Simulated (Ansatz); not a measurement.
# How far each method lies from full CI for H$_{2}$O, singlet

Geometry: MP2(full)/6-31G*, from the G2/97 set.

```xyz
3

O     0.0000    0.0000    0.0667
H     0.0000    0.7632   -0.5296
H     0.0000   -0.7632   -0.5296
```

Basis 6-31G; Ansatz 0.2.0. Only valence electrons are correlated (noble-gas cores frozen), which leaves 8 electrons in 12 orbitals. R marks a restricted (for open shells ROHF) determinant. Active spaces: valence = (8e, 6o) chosen from the atoms' valence shells.

Full CI is exact within this basis and frozen core; it isn't the basis-set limit.

- UHF ⟨S²⟩: 0.000
- T1 diagnostic (RCCSD): 0.0069
- largest doubles amplitude (RCCSD): 0.053

| level | E − E(RHF) (eV) |
| --- | --- |
| RMP2 | -3.5058 |
| RCCSD | -3.6880 |
| RCCSD(T) | -3.7157 |

**Question.** Estimate how far full CI in 6-31G lies from RCCSD(T). The table doesn't fix it; the size of (T) and the diagnostics are the guide.

**Answer.** Full CI in 6-31G lies 0.34 kcal/mol below RCCSD(T), which is 53 % of the (T) step (-0.64 kcal/mol). The diagnostics give no warning, yet the rest is a sizeable part of (T).

The other levels:

```tsv
level	E − E(full CI) (kcal/mol)	share of correlation (%)	wall time
CISD	4.34	94.96	0.15 s
BCCD(T)	0.34	99.60	0.22 s
RCCSDT	0.28	99.67	–
CISDTQ	0.11	99.87	0.46 s
RCCSDT(Q)	-0.01	100.01	0.39 s
RCCSDTQ	0.01	99.99	1.4 s
CASSCF (valence space)	50.69	41.07	–
NEVPT2 (valence space)	6.54	92.40	0.21 s
MRCISD (valence space)	1.64	98.10	–
MRCISD+Q (valence space)	0.47	99.46	0.54 s
```

The correlation energy at full CI, counted from RHF, is -3.730 eV. That run took 0.58 s on 1 thread of AMD EPYC 7R13, shared host over 61,441 determinants.

Times hold each run's SCF and search for its determinant on a shared host, so for small cases they say little of a method's own cost; they ran on 1 thread of AMD EPYC 7R13.

The full-CI state has the irrep A1 of C2v, in the program's axes.

Natural occupations of full CI about the gap: 1.988 1.981 1.971 1.967 0.029 0.027 0.018 0.012 0.003 0.002; effectively unpaired electrons, Σ n²(2−n)², 0.02.

Atomization energy (electronic, same basis, no zero-point term; atoms at the same level, unrestricted beside the R rows where the molecule is a closed shell, with restricted open-shell steps beyond CCSDT(Q)) at full CI: 749.4 kJ/mol. Errors of other levels:

```
                   level  error (kJ/mol)
                     RHF          -206.9
                    RMP2             0.7
                    CISD           -14.8
                   RCCSD            -3.0
                RCCSD(T)            -1.2
                 BCCD(T)            -1.1
                  RCCSDT            -1.1
                  CISDTQ            -0.3
               RCCSDT(Q)             0.0
                 RCCSDTQ             0.0
  CASSCF (valence space)           -53.6
  NEVPT2 (valence space)            18.4
  MRCISD (valence space)            -3.4
MRCISD+Q (valence space)            -1.6
```

This basis is far from its limit, so the value isn't to be set against a measured one. Truncated CI isn't size-consistent, which counts against it in atomization.
